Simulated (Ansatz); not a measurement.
Ansatz (a program for electronic structure) input:

Ansatz 0.2 input:
```yaml
crystal:
  periodic: [false, false, false]
  atoms:
    - {symbol: C, position_ang: [0.00789295, 0.76166946, -0.01439154]}
    - {symbol: C, position_ang: [-0.00789295, -0.76166946, 0.01439154]}
    - {symbol: O, position_ang: [1.03758682, 1.37942623, -0.02599294]}
    - {symbol: H, position_ang: [-0.99194739, 1.23600258, -0.02342361]}
    - {symbol: O, position_ang: [-1.03758682, -1.37942623, 0.02599294]}
    - {symbol: H, position_ang: [0.99194739, -1.23600258, 0.02342361]}
basis:
  gaussian:
    orbitals: aug-cc-pVDZ
magnetization: {spin_polarized: false}
correlation: {method: ccsd_t, electrons: outside_noble_gas}
output: {forces: true}
```

**Question.** Predict the final energy.

**Answer.** -227.31480 Eh (CCSD(T)/aug-cc-pVDZ). The basis has 110 functions. The run takes around 110 core-seconds (rough).
